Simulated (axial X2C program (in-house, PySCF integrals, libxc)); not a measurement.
**AlB⁻ in the non-relativistic limit (speed of light times 100): from the state search to constants**

What are the state, bond length, wavenumber and bond energy of AlB⁻?

Method: all-electron X2C, Al dyall-av3z, B dyall-av3z; program: an in-house X2C program for linear molecules on PySCF integrals.

All values are calculated.

## Step 1: The job

Input file task.json:

```json
{
 "zs": [
  13,
  5
 ],
 "q": -1,
 "bas": [
  "dyall-av3z",
  "dyall-av3z"
 ],
 "levels": [
  "PBE0",
  "HF",
  "B3LYP",
  "TPSS"
 ],
 "cc": false,
 "r0": 2.11,
 "npts": 10,
 "nst": 2,
 "ntry": 6,
 "opt": {
  "cfac": 100
 }
}
```

Keys: zs atomic numbers; q charge; bas basis sets; levels methods (HF also brings MP2); cc coupled cluster on or off; r0 starting distance in Å; npts points asked for on the curve; nst determinants followed; ntry starts of the search; cfac factor on the speed of light (100 gives the non-relativistic limit).

Command:

```sh
> python so2c.py task.json out
```

The Hamiltonian is the X2C one with the speed of light multiplied by 100, which is the non-relativistic limit. Basis: Al dyall-av3z contracted to [9s8p3d2f], B dyall-av3z contracted to [8s7p3d2f]; Gaussian nuclei, density fitting. Masses: Al 26.982 u, B 11.009 u.

Notation: σ, π±, δ± give the projection m of an orbital's angular momentum (0, ±1, ±2), α and β its spin, Λ and M_S the sums; ω is the projection of a spinor's total angular momentum and Ω the sum. Logs are in hartree.

The results follow Hamiltonian by Hamiltonian and level by level.

## Step 2: Which state to follow

Determinants are compared with PBE0 at 2.110 Å.

Spin-free determinants:

```json
{"ΔE (eV)": "0.00", "state": "M_S = 3/2, Λ = 0", "open shells": "beyond closed shells: σα, π+α, π-α"}
{"ΔE (eV)": "0.25", "state": "M_S = 1/2, Λ = 0", "open shells": "beyond closed shells: σβ, π+α, π-α"}
{"ΔE (eV)": "0.71", "state": "M_S = 1/2, Λ = 0", "open shells": "beyond closed shells: σα, π+β, π-α"}
{"ΔE (eV)": "0.71", "state": "M_S = 1/2, Λ = 2", "open shells": "beyond closed shells: σα, π+α, π+β"}
{"ΔE (eV)": "0.97", "state": "M_S = 1/2, Λ = 1", "open shells": "beyond closed shells: π+α, π+β, π-α"}
{"ΔE (eV)": "1.17", "state": "M_S = 1/2, Λ = 1", "open shells": "beyond closed shells: π+α"}
{"ΔE (eV)": "1.87", "state": "M_S = 3/2, Λ = 1", "open shells": "beyond closed shells: 2 × π+α, π-α"}
```

## Step 3: PBE0, non-rel.

State followed: M_S = 3/2, Λ = 0 (beyond closed shells: σα, π+α, π-α). The scan is laid around 2.079 Å, a first estimate of the minimum, and this SCF restarts from the orbitals of the search.

The SCF at the reference distance of 2.079 Å:

```text
spin-free X2C-1e  PBE0
basis functions 120  fitting functions 664  grid points 4357
iter        total energy     max residual
   1       -265.798352296     1.06e+00
   2       -266.998240305     2.81e-02
   3       -266.984668039     4.31e-02
   4       -267.012829662     1.35e-02
   5       -267.015847461     1.20e-03
   6       -267.015884685     2.32e-04
   7       -267.015886526     1.05e-04
   8       -267.015886746     2.80e-05
   9       -267.015886768     6.68e-06
  10       -267.015886770     1.79e-06
converged
one-electron -406.19392224  Coulomb 145.19416301  exact exchange -5.50688585  xc functional -17.05398374  nuclear repulsion 16.54474204
```

Along the bond, energies from the lowest point:

| R (Å) | E (eV) | μ (D) | HOMO (eV) | LUMO (eV) | iterations |
| --- | --- | --- | --- | --- | --- |
| 1.809 | 0.5329 | -0.82 | 0.09 | 2.36 | 13 |
| 1.892 | 0.2218 | -1.13 | 0.03 | 2.35 | 13 |
| 1.954 | 0.0875 | -1.36 | -0.01 | 2.35 | 13 |
| 2.017 | 0.0184 | -1.57 | -0.05 | 2.34 | 13 |
| 2.079 | 0.0000 | -1.78 | -0.09 | 2.33 | 10 |
| 2.152 | 0.0276 | -2.01 | -0.13 | 2.32 | 12 |
| 2.224 | 0.0941 | -2.21 | -0.09 | 2.31 | 12 |
| 2.318 | 0.2192 | -2.45 | -0.02 | 2.29 | 13 |
| 2.432 | 0.4089 | -2.69 | 0.05 | 2.27 | 13 |
| 2.599 | 0.7172 | -2.98 | 0.13 | 2.24 | 13 |

Dipoles are positive if B is the positive end and refer to the centre of mass.

Outer orbitals at the reference distance:

```
symmetry  occupied  ε (eV)             atomic character
      σα       yes   -7.39  50% B s, 24% Al s, 12% Al p
      σβ       yes   -5.21    44% B s, 32% Al s, 9% B p
      σα       yes   -2.81   34% B p, 30% Al s, 15% B s
      σβ       yes   -1.26  30% Al p, 30% Al s, 16% B s
     π-α       yes   -0.24   57% B p, 34% Al p, 4% Al d
     π+α       yes   -0.24   57% B p, 34% Al p, 4% Al d
      σα       yes   -0.09  40% B p, 30% Al p, 16% Al s
      σα        no    2.33  68% Al p, 18% B p, 11% Al s
     π-α        no    2.46    89% Al p, 6% Al d, 4% B p
     π+α        no    2.46    89% Al p, 6% Al d, 4% B p
     π+β        no    2.46    71% Al p, 24% B p, 3% B d
```

PBE0 fields in the half plane through the axis: z from -2.4 to 4.2 Å across, distance from the axis 0.15 to 2.25 Å upwards; Al lies at z = 0 and B at z = 2.079 Å; the ELF is damped to zero where the density is low.

log10 density (e/bohr³). Ten even steps from '0' (-3.80 ) to '9' (0.98 ):
```
00111122222221111111000
01122222222222222211100
11222333333333333222110
12223333333333333332211
12233444444444444433221
22334445544455555443321
22334456765555555544322
22344468986555696554322
```

ELF. Ten even steps from '0' (0.02 ) to '9' (1.00 ):
```
01345655433333332221000
14677776654444444433210
46889888755455566665421
68999998765566777777642
89999986445677778888764
89999940002788778999875
99999603730688203999986
99999318380497190899987
```

Re = 2.074 Å, ωe = 597 cm⁻¹, ωexe = 4.09 cm⁻¹, Be = 0.5011 cm⁻¹, De = 3.29 eV, μ = -1.76 D.

## Step 4: HF, non-rel.

Output at 2.079 Å:

```text
spin-free X2C-1e  HF
basis functions 120  fitting functions 664  grid points 4357
iter        total energy     max residual
   1       -266.482560567     3.92e-02
   2       -266.493072439     5.63e-03
   3       -266.494524178     4.87e-03
   4       -266.495207661     3.29e-03
   5       -266.495685881     2.46e-03
   6       -266.495968487     1.38e-03
   7       -266.496178536     4.15e-04
   8       -266.496200381     2.44e-04
   9       -266.496203997     8.94e-05
  10       -266.496205064     4.46e-05
  11       -266.496205279     1.58e-05
  12       -266.496205305     5.24e-06
  13       -266.496205307     1.82e-06
converged
one-electron -405.98913257  Coulomb 145.02806200  exact exchange -22.07987678  xc functional 0.00000000  nuclear repulsion 16.54474204
```

Re = 2.040 Å, ωe = 659 cm⁻¹, ωexe = 4.76 cm⁻¹, Be = 0.518 cm⁻¹, De = 2.24 eV, μ = -1.25 D.

## Step 5: B3LYP, non-rel.

Output at 2.079 Å:

```text
spin-free X2C-1e  B3LYP
basis functions 120  fitting functions 664  grid points 4357
iter        total energy     max residual
   1       -267.188047546     1.24e-02
   2       -267.189451971     3.06e-03
   3       -267.189023540     5.92e-03
   4       -267.189615960     9.88e-04
   5       -267.189633330     1.80e-04
   6       -267.189635491     8.86e-05
   7       -267.189635954     3.61e-05
   8       -267.189636017     1.29e-05
   9       -267.189636022     3.24e-06
  10       -267.189636022     3.94e-07
converged
one-electron -406.22977570  Coulomb 145.22766003  exact exchange -4.40356250  xc functional -18.32869990  nuclear repulsion 16.54474204
```

Re = 2.082 Å, ωe = 580 cm⁻¹, ωexe = 4.33 cm⁻¹, Be = 0.4973 cm⁻¹, De = 3.04 eV, μ = -2.02 D.

## Step 6: TPSS, non-rel.

Output at 2.079 Å:

```text
spin-free X2C-1e  TPSS
basis functions 120  fitting functions 664  grid points 4357
iter        total energy     max residual
   1       -267.194207690     1.40e-02
   2       -267.195406588     1.23e-03
   3       -267.195423700     1.17e-03
   4       -267.195383674     2.09e-03
   5       -267.195443501     5.54e-04
   6       -267.195448866     8.70e-05
   7       -267.195449011     1.74e-05
   8       -267.195449027     5.36e-06
   9       -267.195449027     1.27e-06
converged
one-electron -406.19525528  Coulomb 145.20298590  exact exchange 0.00000000  xc functional -22.74792170  nuclear repulsion 16.54474204
```

Re = 2.088 Å, ωe = 581 cm⁻¹, ωexe = 4.27 cm⁻¹, Be = 0.4947 cm⁻¹, De = 3.27 eV, μ = -1.60 D.

## Step 7: Correlated methods, non-rel.

Correlated methods: 7 electrons correlated (frozen shells, counted by type: Al 2 s, 1 p; B 1 s), 211 virtual spinors in MP2.

MP2: Re = 2.080 Å, ωe = 591 cm⁻¹, Be = 0.4983 cm⁻¹, De = 3.14 eV.

## Step 8: A higher determinant, non-rel.

State: M_S = 1/2, Λ = 0 (beyond closed shells: σβ, π+α, π-α).

Output at the reference distance:

```text
spin-free X2C-1e  PBE0
basis functions 120  fitting functions 664  grid points 4357
iter        total energy     max residual
   1       -265.776360857     1.05e+00
   2       -266.987610822     3.06e-02
   3       -266.967672337     4.69e-02
   4       -267.003776191     1.26e-02
   5       -267.006435827     9.31e-04
   6       -267.006461266     2.40e-04
   7       -267.006463204     6.28e-05
   8       -267.006463387     1.88e-05
   9       -267.006463399     7.45e-06
  10       -267.006463401     1.07e-06
converged
one-electron -406.13675301  Coulomb 145.13502101  exact exchange -5.50297266  xc functional -17.04650078  nuclear repulsion 16.54474204
```

| R (Å) | E above the lowest PBE0 point (eV) |
| --- | --- |
| 1.809 | 0.831 |
| 1.892 | 0.506 |
| 1.954 | 0.362 |
| 2.017 | 0.283 |
| 2.079 | 0.256 |
| 2.152 | 0.275 |
| 2.224 | 0.335 |
| 2.318 | 0.453 |
| 2.432 | 0.636 |

Re = 2.087 Å, ωe = 589 cm⁻¹, ωexe = 3.84 cm⁻¹, Be = 0.4951 cm⁻¹, μ = -2.01 D. ⟨S²⟩ = 1.78 against 0.75 for a pure state, so this determinant mixes spins. Te = 0.26 eV.

## Step 9: The non-rel. curves together

Energy (eV) of the followed determinant, non-rel., from each level's lowest point:

| R (Å) | PBE0 | HF | MP2 | B3LYP | TPSS |
| --- | --- | --- | --- | --- | --- |
| 1.809 | 0.533 | 0.464 | 0.551 | 0.543 | 0.569 |
| 1.892 | 0.222 | 0.166 | 0.233 | 0.231 | 0.247 |
| 1.954 | 0.088 | 0.049 | 0.095 | 0.095 | 0.104 |
| 2.017 | 0.018 | 0.000 | 0.022 | 0.023 | 0.027 |
| 2.079 | 0.000 | 0.005 | 0.000 | 0.000 | 0.000 |
| 2.152 | 0.028 | 0.063 | 0.023 | 0.021 | 0.018 |
| 2.224 | 0.094 | 0.160 | 0.087 | 0.080 | 0.075 |
| 2.318 | 0.219 | 0.323 | 0.210 | 0.194 | 0.188 |
| 2.432 | 0.409 | 0.553 | 0.407 | 0.368 | 0.362 |
| 2.599 | 0.717 | 0.907 | 0.743 | 0.651 | 0.646 |

The whole job took 70 s on 1 thread, shared host.

## Step 10: Constants

Lowest determinant that the search found at its distance, non-rel.: M_S = 3/2, Λ = 0 (beyond closed shells: σα, π+α, π-α).

| Hamiltonian | level | Re (Å) | ωe (cm⁻¹) | De (eV) | μ (D) |
| --- | --- | --- | --- | --- | --- |
| non-rel. | PBE0 | 2.074 | 597 | 3.29 | -1.76 |
| non-rel. | HF | 2.040 | 659 | 2.24 | -1.25 |
| non-rel. | MP2 | 2.080 | 591 | 3.14 | n/a |
| non-rel. | B3LYP | 2.082 | 580 | 3.04 | -2.02 |
| non-rel. | TPSS | 2.088 | 581 | 3.27 | -1.60 |

Dipoles are positive if B is the positive end and refer to the centre of mass.

Time per point (s) on 1 thread, shared host (non-rel. runs); the times are rough: PBE0 0.63, HF 0.29, MP2 0.39, B3LYP 0.73, TPSS 1.1.

In words: Bond lengths run from 2.040 Å (non-rel. HF) to 2.088 Å (non-rel. TPSS).

De refers to Al- + B; at B3LYP, spin-free, to Al + B-, each in the lowest determinant found, which need not be this curve's own limit. The state is a single determinant with fixed occupations, the lowest that a limited PBE0 search found. De is counted from the lowest determinant-based energies of the atoms at the same level, without counterpoise correction. The meta-GGAs lack a current-density term, which matters for open shells with orbital currents, atoms included. With several unpaired electrons one determinant need not be a pure state. These are model numbers, with the speed of light changed.
